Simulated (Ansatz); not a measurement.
[H···H···CH2], triplet along the distance H1-H2

All five atoms lie in one plane.

Starting geometry:

```yaml
atoms:
  - { symbol: H, position_ang: [-2.1606, 0.0000, 0.0000] }
  - { symbol: H, position_ang: [-1.4156, 0.0000, 0.0000] }
  - { symbol: C, position_ang: [0.1974, 0.0000, 0.0000] }
  - { symbol: H, position_ang: [0.6119, 0.0000, 0.9962] }
  - { symbol: H, position_ang: [0.6119, 0.0000, -0.9962] }
```

From there H2 is moved from one fragment to the other while all else, the fragments' distance too, stays fixed, so the hump isn't the reaction's barrier; atoms are numbered as listed. Energies are in kJ/mol, counted from the starting geometry at the same level. Kohn–Sham curves are unrestricted where that lies lower.

Basis 6-31G; Ansatz 0.2.0. Correlated methods freeze the noble-gas cores.

Full CI is exact within this basis and frozen core; it isn't the basis-set limit.

| distance H1-H2 (Å) | wB97X-V |
| --- | --- |
| 0.693 | 9.0 |
| 0.745 | 0.0 |
| 0.820 | -1.8 |
| 0.894 | 0.8 |
| 0.969 | 1.1 |
| 1.044 | -3.9 |
| 1.119 | -13.2 |
| 1.193 | -22.4 |
| 1.268 | -24.9 |

Task: Estimate the full CI curve in 6-31G from this one, knowing how wB97X-V errs.

Result: The computed full CI values, in kJ/mol from the starting point, and the error of wB97X-V against them:
| distance H1-H2 (Å) | full CI | wB97X-V less full CI |
| --- | --- | --- |
| 0.693 | 5.8 | 3.2 |
| 0.745 | 0.0 | 0.0 |
| 0.820 | 2.6 | -4.4 |
| 0.894 | 8.7 | -8.0 |
| 0.969 | 11.3 | -10.3 |
| 1.044 | 7.0 | -10.9 |
| 1.119 | -2.9 | -10.3 |
| 1.193 | -13.5 | -8.9 |
| 1.268 | -17.6 | -7.3 |

The error spans 14.1 kJ/mol and is largest, -10.9 kJ/mol, at 1.044 Å.

In so small a basis the reference is far from its limit while semilocal and hybrid functionals are nearer theirs, so the functionals' errors here hold much of the reference's basis and frozen-core error, which can add to them or hide them.
